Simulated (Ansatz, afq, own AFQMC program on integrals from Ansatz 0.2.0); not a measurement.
**Where AFQMC and coupled cluster stand for BH₃Br, doublet**

```yaml
atoms:
  - { symbol: Br, position_ang: [-0.4774, 0.0000, 0.0000] }
  - { symbol: H, position_ang: [1.1406, 0.0000, 0.0000] }
  - { symbol: B, position_ang: [2.8046, 0.0000, 0.0000] }
  - { symbol: H, position_ang: [3.3136, 0.0000, 1.0770] }
  - { symbol: H, position_ang: [3.3136, 0.0000, -1.0770] }
```

Connectivity, by distances: BrH ··· BH2.

Basis cc-pVTZ. Noble-gas cores (and the filled d shells of Ga–Kr and In–Xe) are frozen. Integrals, coupled cluster, full CI and functionals: Ansatz 0.2.0; the random walks run on the same integrals in our own AFQMC program. The CISD trial takes its coefficients from CCSD amplitudes. Released means that phaseless walkers are propagated on without the constraint, phases kept. Error bars are statistical, one sigma. No spin–orbit coupling.

Determinant: UHF, the one that the program's search chose, which needn't be the lowest solution. The geometry is a point of a scan.

No full CI on the walks' own integrals is used here. The released AFQMC energy serves as the reference, which it does only where one determinant dominates, the energy is flat over the last release times and near the phaseless one (40 meV or 2 meV an electron, half that with transition metals). On small molecules, where full CI could be run and the noise was under 10 meV, such values lay within 10 meV of it in 19 cases of 20, a flattering rate, since the rule was set on those same cases; what remains of the bias isn't in the error bar.

Cautions: no relativity below Rb; no spin-orbit coupling; inner d shell frozen; the released value is read at 2.40 1/Eh (meV from the phaseless value at times in 1/Eh: -2 ± 4 at 0.24, -9 ± 4 at 0.51, -11 ± 4 at 0.99, -18 ± 8 at 1.62, -8 ± 9 at 2.40).

The T1 diagnostic is 0.0138. The weight of the determinant in the CISD state is 0.869. The ⟨S²⟩ of the determinant is 0.786 and the size of the correlated space is 13 electrons in 100 orbitals.

Reference: AFQMC with the constraint released, correlation energy -8.562 ± 0.009 eV.

```tsv
level	E − E(reference) (mEh)	share of correlation (%)
HF	314.65 ± 0.34	0.00
MP2	49.32 ± 0.34	84.33
CCSD	11.32 ± 0.34	96.40
CCSD(T)	1.29 ± 0.34	99.59
ph-AFQMC/CISD	0.29 ± 0.39	99.91
```

A walk keeps the symmetry of its determinant, which the program's search chose and which needn't be the lowest solution, so a lower state of the same spin and another symmetry isn't excluded. Released energies are given only where the last usable release times agree within the noise; a slower fall can still hide under it.
